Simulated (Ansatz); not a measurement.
# Forces away from equilibrium

AlH2O (SMILES [OH][AlH]), doublet, displaced at random from a GFN2-xTB minimum.

O1  (0.192, -0.582, 0.506)
Al2  (0.214, 0.893, 0.059)
H3  (0.181, -1.539, 0.665)
H4  (-0.515, 1.422, -1.094)
(Å)

Computed with Ansatz 0.2.0 (basis: def2-TZVPP); correlated methods freeze the cores; orbitals are unrestricted.

CCSD(T) forces from the calculation:
```json
{"atom": "O1", "Fx": "-0.152", "Fy": "-6.541", "Fz (eV/Å)": "1.648"}
{"atom": "Al2", "Fx": "1.378", "Fy": "4.513", "Fz (eV/Å)": "0.426"}
{"atom": "H3", "Fx": "-0.011", "Fy": "1.353", "Fz (eV/Å)": "-0.216"}
{"atom": "H4", "Fx": "-1.215", "Fy": "0.675", "Fz (eV/Å)": "-1.857"}
```

(1) Which atom feels the largest CCSD(T) force, and how large is it?

T1 diagnostic: at most 0.015. ⟨S²⟩ of the unrestricted Hartree–Fock references: 0.75 (a pure state has 0.75). These are differences at one structure, and CCSD(T) in triple zeta is itself an approximation.

## Answers

(1) O1, 6.75 eV/Å, along (-0.02, -0.97, 0.24).

Root-mean-square difference of the force components from those of CCSD(T): PBE0-D4 0.117; wB97M-V 0.046; r2SCAN-D4 0.107; PBE-D4 0.213; LC-wPBE 0.087; wB97X-V 0.046 eV/Å.

For scale, one of the runs: CCSD(T)/def2-TZVPP forces, 101 basis functions (an equivalent command: `ansatz run in.yaml --threads 4`). Time: 11 s of wall clock on 4 CPU threads; the host was shared. Peak host memory: 1 GiB.
